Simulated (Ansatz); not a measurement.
Reaction (formal exchange of groups at the Al–F bond): `[F][AlH][SH]` + SiH₄ → `[SiH3][AlH][SH]` + H–F

Isolated molecules relaxed with PBE0-D4/def2-TZVP in Ansatz; ΔE leaves out vibrations. CBS: MP2 limit from def2 TZ/QZ plus the TZ coupled-cluster correction, frozen cores. This one scheme is used for every species. DFT in def2-TZVPP. One conformer a species, not always the lowest.

`[F][AlH][SH]`:

```xyz
5

F    -0.486    0.142    2.077
Al   -0.175   -0.262    0.513
S     0.443    1.355   -0.794
H    -0.332   -1.752    0.046
H     0.550    0.518   -1.842
```

SiH₄:

Cartesian coordinates in Å:
```
Si 0.000 0.000 0.000
H -0.823 -0.407 1.166
H -0.889 0.468 -1.093
H 0.797 -1.160 -0.473
H 0.915 1.099 0.399
```

`[SiH3][AlH][SH]`:

Z-matrix (Å, degrees):
```
Si
Al 1 2.447
H 1 1.491 2 110.7
H 1 1.489 2 111.9 3 120.5
H 1 1.491 2 110.9 3 -118.9
S 2 2.185 1 116.7 3 -117.9
H 2 1.585 1 125.6 3 61.9
H 6 1.344 2 94.3 1 179.7
```

H–F:

Cartesian coordinates in Å:
```
F -0.317 0.182 0.280
H 0.317 -0.182 -0.280
```

```
          level  ΔE (kJ/mol)
    LDA (SPW92)        158.5
         PBE-D4        157.6
         revPBE        161.3
         r2SCAN        180.2
           PBE0        163.8
    HF/def2-SVP        199.0
CCSD/def2-TZVPP        181.1
 CCSD/CBS(def2)        180.8
```

(1) What does CCSD(T)/CBS give? (Estimate.)

(2) What do rigid-rotor, harmonic-oscillator terms from PBE0-D4/def2-TZVP frequencies (298.15 K, 1 bar) make of the CCSD(T)/CBS value? (Estimate.)

Largest T1 diagnostic among the species: 0.013.

Results:

(1) The calculation gave: +177.5 kJ/mol. The listed levels differ from it by -19.0, -19.9, -16.2, 2.7, -13.7, 21.5, 3.6, 3.3 kJ/mol.

(2) The calculation gave: ΔZPE = +0.7 kJ/mol, ΔH = +181.6 kJ/mol, ΔS = 18 J/(mol·K), ΔG = +176.3 kJ/mol. Modes under 50 cm⁻¹ make the entropy rough.

From BLYP to BHLYP (50 % exact exchange), in def2-TZVPP and without D4, ΔE moves by +6.9 kJ/mol. In def2-TZVPP, CCSD(T) changes the Hartree–Fock value by −23.3 kJ/mol (the triples alone add −3.3 kJ/mol) and MP2 by −15.1 kJ/mol. Leaving LDA and LC-ωPBE aside and taking each functional with its dispersion term where it has one, the values, not all of them listed here, spread over 32.6 kJ/mol, from PBE-D4 to CAM-B3LYP-D4.
